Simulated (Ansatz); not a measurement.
Basis-set extrapolation for C$_{6}$H$_{12}$, SMILES `C1CCCCC1` (PBE0-D4/def2-TZVP geometry, frozen core, the Gaussian-basis code of Ansatz). Multiplicity 1, RHF reference.

```json
{"": "HF", "def2-TZVPP": "-234.280902", "def2-QZVPP": "-234.291674"}
{"": "MP2 correlation", "def2-TZVPP": "-1.042215", "def2-QZVPP": "-1.106256"}
{"": "CCSD(T) correlation", "def2-TZVPP": "-1.148063", "def2-QZVPP": "not run"}
```

Energies in hartree. Use E(X) = E(∞) + A·exp(−7.88·√X) for Hartree–Fock and E(X) = E(∞) + B·X^(−2.97) for correlation, with X = 3 and 4, and add CCSD(T) minus MP2 of the smaller set to the MP2 limit.

Q: What is the CCSD(T) energy at the basis-set limit?

A: HF limit: -234.291674 + (-0.010772) × 0.13774 = -234.29316. MP2 limit: -1.106256 + (-0.064041) × 0.74074 = -1.15369. Higher-order term: -1.148063 − (-1.042215) = -0.10585. Total: -235.55270 hartree, 324.9 kJ/mol below CCSD(T)/def2-TZVPP.
